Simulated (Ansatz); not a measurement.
System: tetradymite Bi2Te3. Method: r²SCAN (Ansatz, a quantum-chemistry and plane-wave program, PAW).

Run with plane-wave cutoff 600 eV, 10×10×10 k mesh, finite displacements, scalar-relativistic PAW data made under PBE.

The cell has the measured lattice parameters. Conventional cell: a = 4.3860 Å, b = 4.3860 Å, c = 30.4970 Å, α = 90.00°, β = 90.00°, γ = 120.00°.

```
Bi2Te3
1.0
    2.19300     1.26613    10.16567
   -2.19300     1.26613    10.16567
    0.00000    -2.53226    10.16567
Bi Te
2 3
Direct
  0.60060   0.60060   0.60060
  0.39940   0.39940   0.39940
  0.00000   0.00000   0.00000
  0.78852   0.78852   0.78852
  0.21148   0.21148   0.21148
```

Harmonic phonon frequencies (cm⁻¹; i marks an imaginary mode; at Γ without the LO shift):

```json
[
 {"q point": "Γ", "frequencies": "0 0 0 41 41 66 68 68 105 105 111 114 114 135 147"}
]
```

Note: the cell isn't this level's own, so it is under some stress, which shifts stiffness and frequencies.
